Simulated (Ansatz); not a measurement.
## AsPRh₄: computed properties

The calculation used Ansatz, DFT r2SCAN, scalar-relativistic, plane waves, PAW.

Cutoff 500 eV; k points 12×12×12 on the computed 6-atom cell (Γ-centred); Gaussian smearing, width 0.10 eV; no spin polarisation.

The structure is relaxed at this level of theory with its symmetry kept. Whether it is the stable form of this composition wasn't checked.

```yaml
crystal:
  lattice:
    - [1.98041, 1.14339, 6.46474]
    - [-1.98041, 1.14339, 6.46474]
    - [0.00000, -2.28678, 6.46474]
  atoms:
    - { symbol: P, position: [0.00000, 0.00000, 0.00000] }
    - { symbol: As, position: [0.50000, 0.50000, 0.50000] }
    - { symbol: Rh, position: [0.37218, 0.37218, 0.37218] }
    - { symbol: Rh, position: [0.87822, 0.87822, 0.87822] }
    - { symbol: Rh, position: [0.12178, 0.12178, 0.12178] }
    - { symbol: Rh, position: [0.62782, 0.62782, 0.62782] }
```

```json
{
 "Space group": "R-3m (No. 166)",
 "Volume per atom": "98.8 bohr³",
 "Formation energy from the elements' standard states (uncorrected)": "-0.676 eV/atom",
 "Generalised Kohn–Sham band gap": "none (metal)",
 "Density of states at the Fermi level": "1.97 states/eV per cell",
 "Löwdin character within 0.5 eV of the Fermi level": "Rh 4d 75 %, unprojected 4 %",
 "Bader charges (e)": "P (1 in the cell) 0.06, As (1 in the cell) 0.23, Rh (2 in the cell) -0.05, Rh (2 in the cell) -0.10"
}
```